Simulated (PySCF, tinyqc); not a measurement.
Worked calculation: FCI on RHF in the sto-3g basis, for OH-, spin multiplicity 1. The basis has no diffuse functions, so it cannot describe the extra electron: this is an exercise in the method, not the real anion. The lowest restricted solution is unstable here: a spin-polarised one lies 0.0192 hartree lower (PySCF). Computed by tinyqc, a small Python program that keeps every step (integrals from PySCF). Settings: charge = -1, multiplicity = 1, basis = sto-3g, method = RHF, energy threshold = 1e-10, iteration cap = 60, orthogonalisation = canonical, start = Wolfsberg-Helmholz matrix, DIIS depth = 6, ci = FCI. Command: `OMP_NUM_THREADS=1 python tinyqc.py 28937 28938 out.jsonl` (the two numbers bound the seeds that draw the settings). One thread of a shared host (Intel(R) Xeon(R) Processor @ 2.60GHz), about 0.1 s of CPU time with the checks. The early iterations of the SCF are left out here.

## One-electron integrals

Geometry (angstrom):
```
atom         x         y         z
O     0.000000  0.000000  0.000000
H     0.000000  0.000000  1.763000
```

Basis sto-3g: exponents (1/bohr^2) and contraction coefficients of normalised primitives:
```
element  l (shell)    exponent  coefficient
O            s (1)  130.709320     0.154329
O            s (1)   23.808861     0.535328
O            s (1)    6.443608     0.444635
O            s (2)    5.033151    -0.099967
O            s (2)    1.169596     0.399513
O            s (2)    0.380389     0.700115
O            p (3)    5.033151     0.155916
O            p (3)    1.169596     0.607684
O            p (3)    0.380389     0.391957
H            s (1)    3.425251     0.154329
H            s (1)    0.623914     0.535328
H            s (1)    0.168855     0.444635
```

Overlap, kinetic and nuclear-attraction integrals over the contracted functions; the nuclear repulsion is the sum of Za Zb / Rab.

nuclear repulsion = 2.40125791 hartree

overlap S:
```
           1O 1s     1O 2s    1O 2px    1O 2py    1O 2pz     2H 1s
1O 1s   1.000000  0.236704  0.000000  0.000000  0.000000  0.008623
1O 2s   0.236704  1.000000  0.000000  0.000000  0.000000  0.121762
1O 2px  0.000000  0.000000  1.000000  0.000000  0.000000  0.000000
1O 2py  0.000000  0.000000  0.000000  1.000000  0.000000  0.000000
1O 2pz  0.000000  0.000000  0.000000  0.000000  1.000000  0.128246
2H 1s   0.008623  0.121762  0.000000  0.000000  0.128246  1.000000
```

kinetic energy T (hartree):
```
            1O 1s      1O 2s    1O 2px    1O 2py    1O 2pz      2H 1s
1O 1s   29.003200  -0.168011  0.000000  0.000000  0.000000  -0.002356
1O 2s   -0.168011   0.808128  0.000000  0.000000  0.000000  -0.017699
1O 2px   0.000000   0.000000  2.528731  0.000000  0.000000   0.000000
1O 2py   0.000000   0.000000  0.000000  2.528731  0.000000   0.000000
1O 2pz   0.000000   0.000000  0.000000  0.000000  2.528731   0.003087
2H 1s   -0.002356  -0.017699  0.000000  0.000000  0.003087   0.760032
```

nuclear attraction V (hartree):
```
             1O 1s      1O 2s     1O 2px     1O 2py     1O 2pz      2H 1s
1O 1s   -60.918612  -7.254128   0.000000   0.000000  -0.004576  -0.270503
1O 2s    -7.254128  -9.352070   0.000000   0.000000  -0.057751  -0.749082
1O 2px    0.000000   0.000000  -9.271578   0.000000   0.000000   0.000000
1O 2py    0.000000   0.000000   0.000000  -9.271578   0.000000   0.000000
1O 2pz   -0.004576  -0.057751   0.000000   0.000000  -9.295642  -0.664304
2H 1s    -0.270503  -0.749082   0.000000   0.000000  -0.664304  -3.624914
```

core Hamiltonian H = T + V (hartree):
```
             1O 1s      1O 2s     1O 2px     1O 2py     1O 2pz      2H 1s
1O 1s   -31.915412  -7.422139   0.000000   0.000000  -0.004576  -0.272858
1O 2s    -7.422139  -8.543942   0.000000   0.000000  -0.057751  -0.766781
1O 2px    0.000000   0.000000  -6.742847   0.000000   0.000000   0.000000
1O 2py    0.000000   0.000000   0.000000  -6.742847   0.000000   0.000000
1O 2pz   -0.004576  -0.057751   0.000000   0.000000  -6.766910  -0.661217
2H 1s    -0.272858  -0.766781   0.000000   0.000000  -0.661217  -2.864882
```

## Two-electron integrals

Functions are numbered as in S; the eight-fold symmetry (ij|kl) = (ji|kl) = (kl|ij) leaves the list below.

Two-electron integrals (ij|kl) in chemists' order, unique and non-zero (hartree):
```
(11|11) 4.785065   (21|11) 0.741380   (21|21) 0.136873   (22|11) 1.118947
(22|21) 0.256633   (22|22) 0.817206   (31|31) 0.024477   (32|31) 0.037809
(32|32) 0.180518   (33|11) 1.115814   (33|21) 0.256684   (33|22) 0.817023
(33|33) 0.880159   (41|41) 0.024477   (42|41) 0.037809   (42|42) 0.180518
(43|43) 0.047444   (44|11) 1.115814   (44|21) 0.256684   (44|22) 0.817023
(44|33) 0.785270   (44|44) 0.880159   (51|51) 0.024477   (52|51) 0.037809
(52|52) 0.180518   (53|53) 0.047444   (54|54) 0.047444   (55|11) 1.115814
(55|21) 0.256684   (55|22) 0.817023   (55|33) 0.785270   (55|44) 0.785270
(55|55) 0.880159   (61|11) 0.027319   (61|21) 0.005005   (61|22) 0.009341
(61|33) 0.009329   (61|44) 0.009329   (61|51) 0.000214   (61|52) 0.000407
(61|55) 0.009369   (61|61) 0.000185   (62|11) 0.085614   (62|21) 0.019967
(62|22) 0.073164   (62|33) 0.071926   (62|44) 0.071926   (62|51) 0.001460
(62|52) 0.012562   (62|55) 0.075567   (62|61) 0.000744   (62|62) 0.009261
(63|31) 0.001834   (63|32) 0.011594   (63|53) 0.002473   (63|63) 0.001168
(64|41) 0.001834   (64|42) 0.011594   (64|54) 0.002473   (64|64) 0.001168
(65|11) 0.072689   (65|21) 0.017140   (65|22) 0.067139   (65|33) 0.064511
(65|44) 0.064511   (65|51) 0.002799   (65|52) 0.021354   (65|55) 0.072320
(65|61) 0.000657   (65|62) 0.010339   (65|65) 0.012565   (66|11) 0.299769
(66|21) 0.070945   (66|22) 0.298830   (66|33) 0.291501   (66|44) 0.291501
(66|51) 0.004516   (66|52) 0.055958   (66|55) 0.313381   (66|61) 0.002639
(66|62) 0.054422   (66|65) 0.070551   (66|66) 0.774606
```

## Orthogonalisation

S = U s U^T; canonical form X = U s^(-1/2), so that X^T S X = 1. Each column of U has its largest component positive (the first on a tie).

eigenvalues of S: 0.730013  0.885147  1.000000  1.000000  1.106932  1.277909

X:
```
                1          2          3         4          5         6
1O 1s   -0.693158   0.416675   0.000000  0.000000  -0.366174  0.521207
1O 2s    0.806698  -0.178814   0.000000  0.000000  -0.185421  0.599040
1O 2px   0.000000   0.000000  -0.113193  0.993573   0.000000  0.000000
1O 2py   0.000000   0.000000   0.993573  0.113193   0.000000  0.000000
1O 2pz   0.209587   0.716128   0.000000  0.000000   0.658430  0.163370
2H 1s   -0.441229  -0.641346   0.000000  0.000000   0.549002  0.354024
```

Within a degenerate level the vectors are fixed only up to a rotation; this is one choice.

## Iteration 8 (converged): orbitals

converged F (hartree):
```
             1O 1s      1O 2s    1O 2px    1O 2py     1O 2pz      2H 1s
1O 1s   -19.678339  -5.031651  0.000000  0.000000  -0.006851  -0.188024
1O 2s    -5.031651  -1.912435  0.000000  0.000000   0.040255  -0.186686
1O 2px    0.000000   0.000000  0.065079  0.000000   0.000000   0.000000
1O 2py    0.000000   0.000000  0.000000  0.065079   0.000000   0.000000
1O 2pz   -0.006851   0.040255  0.000000  0.000000   0.566286  -0.169633
2H 1s    -0.188024  -0.186686  0.000000  0.000000  -0.169633   0.200979
```

Diagonalise F' = X^T F X, C = X C', fill 5 alpha and 5 beta electrons from the bottom; D = 2 C_occ C_occ^T. Each column has its largest component positive (the first on a tie).

F' = X^T F X (hartree):
```
           1          2         3         4          5          6
1  -4.943399   3.920108  0.000000  0.000000  -3.843103   6.242328
2   3.920108  -2.155703  0.000000  0.000000   3.098301  -4.728643
3   0.000000   0.000000  0.065079  0.000000   0.000000   0.000000
4   0.000000   0.000000  0.000000  0.065079   0.000000   0.000000
5  -3.843103   3.098301  0.000000  0.000000  -3.097037   5.537438
6   6.242328  -4.728643  0.000000  0.000000   5.537438  -9.295221
```

orbital energies (hartree): MO1 -19.686163, MO2 -0.668074, MO3 0.065079, MO4 0.065079, MO5 0.143707, MO6 0.719171

coefficients C:
```
              MO1        MO2       MO3        MO4        MO5        MO6
1O 1s    0.994837  -0.261678  0.000000   0.000000   0.031382  -0.025796
1O 2s    0.020996   1.018324  0.000000   0.000000  -0.155863   0.119369
1O 2px   0.000000   0.000000  0.944236  -0.329271   0.000000   0.000000
1O 2py   0.000000   0.000000  0.329271   0.944236   0.000000   0.000000
1O 2pz   0.000466  -0.030198  0.000000   0.000000   0.402700   0.924070
2H 1s   -0.001475   0.065636  0.000000   0.000000   0.870365  -0.520478
```

D after iteration 8:
```
            1O 1s      1O 2s    1O 2px    1O 2py     1O 2pz      2H 1s
1O 1s    2.118323  -0.500953  0.000000  0.000000   0.042008   0.017342
1O 2s   -0.500953   2.123434  0.000000  0.000000  -0.187015  -0.137700
1O 2px   0.000000   0.000000  2.000000  0.000000   0.000000   0.000000
1O 2py   0.000000   0.000000  0.000000  2.000000   0.000000   0.000000
1O 2pz   0.042008  -0.187015  0.000000  0.000000   0.326159   0.697027
2H 1s    0.017342  -0.137700  0.000000  0.000000   0.697027   1.523692
```

Within a degenerate level the vectors are fixed only up to a rotation; this is one choice.

## Convergence

Stop when the energy changes by less than 1e-10 hartree and every element of the error matrix X^T (F D S - S D F) X is below 3e-06.

Course of the cycle:
```
iteration   E (hartree)     change  largest element of the error matrix
1          -72.98072677          -                             2.87e-01
2          -73.87570301  -8.95e-01                             1.70e-01
3          -73.93777233  -6.21e-02                             1.00e-01
4          -73.95503215  -1.73e-02                             3.89e-02
5          -73.95695054  -1.92e-03                             9.65e-03
6          -73.95706107  -1.11e-04                             7.81e-05
7          -73.95706108  -7.71e-09                             2.81e-06
8          -73.95706108  -1.03e-11                             1.78e-07
```

PySCF RHF in the same basis = -73.95706108 hartree

Converged in 8 iterations.

## Integrals over molecular orbitals

(pq|rs) = sum C_ip C_jq C_kr C_ls (ij|kl), one index at a time.

one-electron integrals over orbitals h = C^T H C (hartree):
```
            1          2          3          4          5          6
1  -31.899721   0.630077   0.000000   0.000000  -0.072697   0.060665
2    0.630077  -7.195285   0.000000   0.000000   0.363148  -0.280327
3    0.000000   0.000000  -6.742847   0.000000   0.000000   0.000000
4    0.000000   0.000000   0.000000  -6.742847   0.000000   0.000000
5   -0.072697   0.363148   0.000000   0.000000  -3.697246  -1.612205
6    0.060665  -0.280327   0.000000   0.000000  -1.612205  -5.940200
```

Two-electron integrals over orbitals (pq|rs), unique and non-zero (hartree):
```
(11|11) 4.749375    (21|11) -0.470209   (21|21) 0.073066    (22|11) 1.104651
(22|21) -0.021310   (22|22) 0.783692    (31|31) 0.025878    (32|31) 0.035701
(32|32) 0.170246    (33|11) 1.115375    (33|21) -0.013811   (33|22) 0.797856
(33|33) 0.880159    (41|41) 0.025878    (42|41) 0.035701    (42|42) 0.170246
(43|43) 0.047444    (44|11) 1.115375    (44|21) -0.013811   (44|22) 0.797856
(44|33) 0.785270    (44|44) 0.880159    (51|11) 0.055983    (51|21) -0.009039
(51|22) 0.001859    (51|33) 0.001699    (51|44) 0.001699    (51|51) 0.005416
(52|11) -0.090448   (52|21) 0.002273    (52|22) -0.052956   (52|33) -0.052148
(52|44) -0.052148   (52|51) 0.006419    (52|52) 0.049381    (53|31) -0.003854
(53|32) -0.016869   (53|53) 0.011307    (54|41) -0.003854   (54|42) -0.016869
(54|54) 0.011307    (55|11) 0.461811    (55|21) -0.002746   (55|22) 0.402866
(55|33) 0.392820    (55|44) 0.392820    (55|51) 0.000762    (55|52) 0.036518
(55|55) 0.617730    (61|11) -0.046558   (61|21) 0.006548    (61|22) -0.003927
(61|33) -0.001415   (61|44) -0.001415   (61|51) 0.008909    (61|52) 0.015178
(61|55) 0.001238    (61|61) 0.022576    (62|11) 0.048791    (62|21) -0.002603
(62|22) 0.018822    (62|33) 0.028837    (62|44) 0.028837    (62|51) 0.013483
(62|52) 0.068044    (62|55) 0.016639    (62|61) 0.029064    (62|62) 0.133504
(63|31) 0.003233    (63|32) 0.012952    (63|53) 0.017586    (63|63) 0.039415
(64|41) 0.003233    (64|42) 0.012952    (64|54) 0.017586    (64|64) 0.039415
(65|11) 0.318335    (65|21) -0.004872   (65|22) 0.200427    (65|33) 0.197364
(65|44) 0.197364    (65|51) -0.000793   (65|52) -0.047747   (65|55) -0.102652
(65|61) -0.004109   (65|62) -0.005228   (65|65) 0.173440    (66|11) 0.968372
(66|21) -0.012007   (66|22) 0.699751    (66|33) 0.689576    (66|44) 0.689576
(66|51) 0.003984    (66|52) -0.017359   (66|55) 0.486585    (66|61) 0.004462
(66|62) 0.041952    (66|65) 0.137309    (66|66) 0.706946
```

## FCI: determinants and Hamiltonian

Hartree-Fock energy = -73.95706108 hartree

Slater-Condon rules over spin orbitals, with the nuclear repulsion added and E(HF) subtracted on the diagonal. Only determinants linked to the reference directly or through others are kept (one block of an abelian symmetry group), so some states are absent.

Occupation strings over the orbitals (2 doubly, a alpha, b beta, 0 empty; spin orbitals ordered 1a 1b 2a 2b ...): 222220 2222ab 2a222b a2222b 2222ba 2b222a b2222a 222202 2a22b2 a222b2 222022 220222 2b22a2 202222 ab2222 b222a2 ba2222 022222

H - E(HF) between determinants (hartree):
```
           222220     2222ab     2a222b     a2222b     2222ba     2b222a     b2222a     222202
222220   0.000000   0.000000   0.000000   0.000000   0.000000   0.000000   0.000000   0.173440
2222ab   0.000000   0.262319   0.012132  -0.008093  -0.173440   0.005228   0.004109   0.239961
2a222b   0.000000   0.012132   0.820998   0.041071   0.005228  -0.133504  -0.029064   0.047747
a2222b   0.000000  -0.008093   0.041071  19.459539   0.004109  -0.029064  -0.022576   0.000793
2222ba   0.000000  -0.173440   0.005228   0.004109   0.262319   0.012132  -0.008093  -0.239961
2b222a   0.000000   0.005228  -0.133504  -0.029064   0.012132   0.820998   0.041071  -0.047747
b2222a   0.000000   0.004109  -0.029064  -0.022576  -0.008093   0.041071  19.459539  -0.000793
222202   0.173440   0.239961   0.047747   0.000793  -0.239961  -0.047747  -0.000793   0.876143
2a22b2   0.005228  -0.047747   0.063118  -0.004872   0.025313  -0.068044  -0.013483  -0.066009
a222b2   0.004109  -0.000793  -0.004872   0.181027   0.003224  -0.015178  -0.008909   0.011315
222022   0.039415  -0.017586  -0.012952  -0.003233   0.017586   0.012952   0.003233   0.011307
220222   0.039415  -0.017586  -0.012952  -0.003233   0.017586   0.012952   0.003233   0.011307
2b22a2  -0.005228   0.025313  -0.068044  -0.013483  -0.047747   0.063118  -0.004872   0.066009
202222   0.133504  -0.068044   0.023131   0.002603   0.068044  -0.023131  -0.002603   0.049381
ab2222  -0.029064   0.013483  -0.002603   0.006839  -0.015178   0.008390  -0.006548  -0.006419
b222a2  -0.004109   0.003224  -0.015178  -0.008909  -0.000793  -0.004872   0.181027  -0.011315
ba2222   0.029064  -0.015178   0.008390  -0.006548   0.013483  -0.002603   0.006839   0.006419
022222   0.022576  -0.008909  -0.006548   0.051020   0.008909   0.006548  -0.051020   0.005416

           2a22b2     a222b2     222022     220222     2b22a2     202222     ab2222     b222a2
222220   0.005228   0.004109   0.039415   0.039415  -0.005228   0.133504  -0.029064  -0.004109
2222ab  -0.047747  -0.000793  -0.017586  -0.017586   0.025313  -0.068044   0.013483   0.003224
2a222b   0.063118  -0.004872  -0.012952  -0.012952  -0.068044   0.023131  -0.002603  -0.015178
a2222b  -0.004872   0.181027  -0.003233  -0.003233  -0.013483   0.002603   0.006839  -0.008909
2222ba   0.025313   0.003224   0.017586   0.017586  -0.047747   0.068044  -0.015178  -0.000793
2b222a  -0.068044  -0.015178   0.012952   0.012952   0.063118  -0.023131   0.008390  -0.004872
b2222a  -0.013483  -0.008909   0.003233   0.003233  -0.004872  -0.002603  -0.006548   0.181027
222202  -0.066009   0.011315   0.011307   0.011307   0.066009   0.049381  -0.006419  -0.011315
2a22b2   1.006792   0.050331   0.016869   0.016869  -0.049381   0.023465   0.002273  -0.006419
a222b2   0.050331  19.435657   0.003854   0.003854  -0.006419  -0.002273  -0.060957  -0.005416
222022   0.016869   0.003854   0.215814   0.047444  -0.016869   0.170246  -0.035701  -0.003854
220222   0.016869   0.003854   0.047444   0.215814  -0.016869   0.170246  -0.035701  -0.003854
2b22a2  -0.049381  -0.006419  -0.016869  -0.016869   1.006792  -0.023465   0.010217   0.050331
202222   0.023465  -0.002273   0.170246   0.170246  -0.023465   1.733131  -0.031767   0.002273
ab2222   0.002273  -0.060957  -0.035701  -0.035701   0.010217  -0.031767  20.424010   0.009039
b222a2  -0.006419  -0.005416  -0.003854  -0.003854   0.050331   0.002273   0.009039  19.435657
ba2222   0.010217   0.009039   0.035701   0.035701   0.002273   0.031767  -0.073066  -0.060957
022222   0.009039  -0.043906   0.025878   0.025878  -0.009039   0.073066   0.417132   0.043906

           ba2222     022222
222220   0.029064   0.022576
2222ab  -0.015178  -0.008909
2a222b   0.008390  -0.006548
a2222b  -0.006548   0.051020
2222ba   0.013483   0.008909
2b222a  -0.002603   0.006548
b2222a   0.006839  -0.051020
222202   0.006419   0.005416
2a22b2   0.010217   0.009039
a222b2   0.009039  -0.043906
222022   0.035701   0.025878
220222   0.035701   0.025878
2b22a2   0.002273  -0.009039
202222   0.031767   0.073066
ab2222  -0.073066   0.417132
b222a2  -0.060957   0.043906
ba2222  20.424010  -0.417132
022222  -0.417132  42.438655
```

## FCI: roots

Diagonalise (each vector has its largest component positive (the first on a tie)); all determinants have Ms = 0, so triplets appear too. The lowest singlet root is the correlation energy.

lowest roots of this matrix, relative to E(HF) (hartree): -0.053637  0.087803  0.168370  0.208738  0.274730  0.687853  0.815453  0.957964

lowest vectors:
```
           root 1     root 2     root 3     root 4
222220   0.956731   0.000000   0.000000  -0.029372
2222ab   0.098598   0.706582   0.000000   0.304813
2a222b   0.010445  -0.020314   0.000000   0.039882
a2222b   0.000019   0.000177   0.000000   0.000284
2222ba  -0.098598   0.706582   0.000000  -0.304813
2b222a  -0.010445  -0.020314   0.000000  -0.039882
b2222a  -0.000019   0.000177   0.000000  -0.000284
222202  -0.227663   0.000000   0.000000  -0.234401
2a22b2  -0.009600   0.018124   0.000000  -0.019492
a222b2   0.000000  -0.000152   0.000000  -0.000011
222022  -0.074494   0.000000   0.707107   0.610139
220222  -0.074494   0.000000  -0.707107   0.610139
2b22a2   0.009600   0.018124   0.000000   0.019492
202222  -0.043465   0.000000   0.000000  -0.099435
ab2222   0.000826   0.000053   0.000000   0.001467
b222a2   0.000000  -0.000152   0.000000   0.000011
ba2222  -0.000826   0.000053   0.000000  -0.001467
022222  -0.000281   0.000000   0.000000  -0.000410
```

<S^2> of these roots: 0.000000  2.000000  0.000000  0.000000  0.000000  2.000000  0.000000  2.000000

weight of the ground state by excitation level 0, 1, 2, ...: 0.915335  0.019661  0.065004
